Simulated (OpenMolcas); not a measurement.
# A ladder of methods for SiNH4 (SMILES [NH][SiH3])

The species is SiNH4 (6 atoms), meant as a doublet with charge 0. As SMILES, `[NH][SiH3]`. The shape is that of a PBE0-D4/def2-TZVP optimisation.

Each level gives the dipole moment (D). The values are calculated.

```tsv
level	kind	program	value (D)	CPU time
UHF/def2-TZVP	Hartree–Fock	OpenMolcas	1.45	8.4 s
USVWN5/def2-TZVP	LDA	OpenMolcas	1.57	19 s
U-revPBE/def2-TZVP	GGA	OpenMolcas	1.39	30 s
U-r2SCAN/def2-TZVP	meta-GGA	OpenMolcas	1.41	40 s
UM06-L/def2-TZVP	meta-GGA	OpenMolcas	1.38	38 s
UTPSS/def2-TZVP	meta-GGA	OpenMolcas	1.39	41 s
UBHLYP/def2-TZVP	global hybrid	OpenMolcas	1.44	33 s
UPBE0/def2-TZVP	global hybrid	OpenMolcas	1.41	33 s
```

The values span 1.38 to 1.57 D. Times are those of the runs behind each value, whatever else they computed, on shared processors of several kinds: orders of magnitude only.
